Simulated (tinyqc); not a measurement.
Worked calculation: LCCD on RHF in the sto-6g basis, for H2O, spin multiplicity 1. One step of it, computed by the program tinyqc.

Task: Iteration 8 (converged): orbitals. Diagonalise F' = X^T F X, C = X C', fill 5 alpha and 5 beta electrons from the bottom; D = 2 C_occ C_occ^T. Each column has its largest component positive (the first on a tie).

converged F (hartree), lower triangle:
```
             1O 1s      1O 2s     1O 2px     1O 2py     1O 2pz      2H 1s      3H 1s
1O 1s   -20.535357
1O 2s    -4.966316  -2.313549
1O 2px    0.000000   0.000000  -0.400376
1O 2py    0.000000   0.000000   0.000000  -0.238034
1O 2pz   -0.024585  -0.079575   0.000000   0.000000  -0.277327
2H 1s    -0.839774  -0.781734   0.000000  -0.328107  -0.357823  -0.418396
3H 1s    -0.839774  -0.781734   0.000000   0.328107  -0.357823  -0.296630  -0.418396
```

X, lower triangle:
```
            1O 1s      1O 2s    1O 2px     1O 2py     1O 2pz      2H 1s     3H 1s
1O 1s    1.022271
1O 2s   -0.131947   1.148440
1O 2px   0.000000   0.000000  1.000000
1O 2py   0.000000   0.000000  0.000000   1.059378
1O 2pz  -0.007424   0.077046  0.000000   0.000000   1.046530
2H 1s    0.016665  -0.212662  0.000000  -0.159663  -0.128883   1.128272
3H 1s    0.016665  -0.212662  0.000000   0.159663  -0.128883  -0.082059  1.128272
```

Give: F' = X^T F X; orbital energies; coefficients C; D after iteration 8.

Result:

F' = X^T F X (hartree), lower triangle:
```
         1       2       3       4       5       6       7
1  -20.211
2   -2.499  -1.291
3    0.000   0.000  -0.400
4    0.000   0.000   0.000  -0.051
5   -0.047   0.106   0.000   0.000  -0.128
6   -0.116  -0.386   0.000  -0.374  -0.321  -0.029
7   -0.116  -0.386   0.000   0.374  -0.321  -0.092  -0.029
```

orbital energies (hartree): MO1 -20.538, MO2 -1.223, MO3 -0.526, MO4 -0.467, MO5 -0.400, MO6 0.478, MO7 0.537

coefficients C:
```
           MO1     MO2     MO3     MO4    MO5     MO6     MO7
1O 1s    0.997  -0.228   0.000   0.091  0.000  -0.096   0.000
1O 2s    0.014   0.892   0.000  -0.496  0.000   0.626   0.000
1O 2px   0.000   0.000   0.000   0.000  1.000   0.000   0.000
1O 2py   0.000   0.000   0.638   0.000  0.000   0.000   0.876
1O 2pz   0.002   0.090   0.000   0.707  0.000   0.791   0.000
2H 1s   -0.003   0.137   0.453   0.346  0.000  -0.686  -0.744
3H 1s   -0.003   0.137  -0.453   0.346  0.000  -0.686   0.744
```

D after iteration 8, lower triangle:
```
         1O 1s   1O 2s  1O 2px  1O 2py  1O 2pz   2H 1s  3H 1s
1O 1s    2.108
1O 2s   -0.468   2.081
1O 2px   0.000   0.000   2.000
1O 2py   0.000   0.000   0.000   0.813
1O 2pz   0.093  -0.541   0.000   0.000   1.017
2H 1s   -0.005  -0.098   0.000   0.577   0.514   0.687
3H 1s   -0.005  -0.098   0.000  -0.577   0.514  -0.133  0.687
```
